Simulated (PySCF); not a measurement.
Gas-phase reaction: 3 BCl2NH2 + 5 H + BCl3 ⇌ 3 BCl3.NH3 + BH2

Method: PySCF energies plus ideal-gas RRHO corrections (1 bar). † marks an energy on the PBE0/def2-TZVP geometry and frequencies; other levels use their own. MP2 and CCSD(T) freeze the core. Open shells (unrestricted): H (multiplicity 2), BH2 (multiplicity 2); the rest are closed-shell singlets. Adducts (BCl3.NH3) have no counterpoise correction, and HF, PBE, BLYP, B3LYP and PBE0 lack dispersion. BCl2NH2, BCl3.NH3: computed as isolated molecules; such fragments, hydroxides, amides, oligomers or adducts are transient or little studied in the gas. MP2 isn't extrapolated to the basis-set limit. CCSD(T) isn't extrapolated to the basis-set limit.

LDA/def2-TZVP† gives ΔH°(298 K) = -846 kJ.

**Question.** What do CCSD(T)/def2-TZVPP†, PBE/def2-SVP, MP2/def2-SVP† give?

**Answer.** CCSD(T)/def2-TZVPP†: -768 kJ; PBE/def2-SVP: -696 kJ; MP2/def2-SVP†: -665 kJ. For scale, ΔH°(298 K) is -846 kJ at this level, -754 kJ at ωB97M-V/def2-TZVP†, and runs from -892 to -497 kJ over the 20 levels computed.
